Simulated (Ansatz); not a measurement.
# SiC₂+ (doublet): the correlation ladder, cc-pVDZ

One table from this session's results is given with a row withheld; the runs are named, their logs left out.

Program: Ansatz 0.2.0, Gaussian basis. Level of theory: cc-pVDZ, core rule «outside noble gas», up to 7 orbitals frozen. These are calculated values, not measurements.

To be run: UHF; CCSD(T) on ROHF; CCSD(T) on UHF; BCCD(T) on ROHF; CISD; CCSDT(Q) on ROHF; CCSDT(Q) on UHF; CASSCF and MRCISD+Q, 11 electrons in 12 orbitals; CASSCF and NEVPT2, 11 electrons in 12 orbitals.

4 further runs of the same task are left out: 4 set aside as unsound or not needed.

**What is computed**

The geometry is a PBE0/def2-TZVP stationary point (not a proven minimum) of the parent state, kept for this charge and spin.

3 atoms, charge 1, spin multiplicity 2.

Atoms are counted from 1 here; the program's logs count them from 0.

Bond lengths: C1–Si2 1.836 Å, C1–C3 1.263 Å, Si2–C3 1.836 Å. Angles: Si2–C1–C3 69.9°, C1–Si2–C3 40.2°, C1–C3–Si2 69.9°.

Coordinates:

| atom | x (Å) | y (Å) | z (Å) |
| --- | --- | --- | --- |
| C1 | 0.0000 | 0.6313 | 0.9292 |
| Si2 | 0.0000 | 0.0000 | -0.7947 |
| C3 | 0.0000 | -0.6313 | 0.9292 |

Set-up of the first run:

Contents of in.yaml:

```yaml
crystal:
  periodic: [false, false, false]
  atoms:
    - {symbol: C, position_ang: [0.000000, 0.631350, 0.929211]}
    - {symbol: Si, position_ang: [0.000000, 0.000000, -0.794750]}
    - {symbol: C, position_ang: [0.000000, -0.631350, 0.929211]}
basis:
  gaussian: {orbitals: cc-pVDZ}
total_charge: 1
magnetization: {spin_polarized: true, initial_magnetization: 1}
hamiltonian: {xc: hf}
output: {orbitals: {seedname: orbitals}}
```

Started as:

```sh
ansatz run in.yaml --threads 1 --pin off --events-out ev --progress --plain --max-ram 4096MiB --backend cpu
```

Steps of the session up to this table: UHF; CCSD(T) on ROHF; CCSD(T) on UHF; BCCD(T) on ROHF; CISD; CCSDT(Q) on ROHF; CCSDT(Q) on UHF; CASSCF and MRCISD+Q, 11 electrons in 12 orbitals; CASSCF and NEVPT2, 11 electrons in 12 orbitals.

One of the session's tables, all rows but one given; the rest of the session is left out.

It belongs to the step «Misses and costs». 

| method | from RCCSDT(Q) (meV) |
| --- | --- |
| ROHF | +9534.5 |
| UHF | +9001.8 |
| RMP2 | ? |
| UMP2 | +1615.4 |
| CISD | +1735.6 |
| RCCSD | +669.0 |
| UCCSD | +635.6 |
| RCCSD(T) | +92.8 |
| UCCSD(T) | +110.3 |
| BCCD(T) | +87.9 |
| RCCSDT | +70.9 |
| UCCSDT | +59.8 |
| RCCSDT(Q) | 0 |
| UCCSDT(Q) | -7.9 |
| CASSCF valence | +4122.3 |
| NEVPT2 valence | +873.7 |
| MRCISD valence | +291.1 |
| MRCISD+Q valence | +41.1 |

Q: Estimate the row for RMP2 from the others.

**Answer.** from RCCSDT(Q) (meV): +1098.6. In the column «from RCCSDT(Q) (meV)» it lies between NEVPT2 valence (+873.7) and UMP2 (+1615.4).

To keep in mind: Warnings: spin contamination; coupled cluster took another determinant than the lowest; large T1 diagnostic. Restricted and unrestricted rows rest on different reference determinants; where their highest levels disagree by more than a few hundredths of an eV, they describe different states and don't form one ladder.
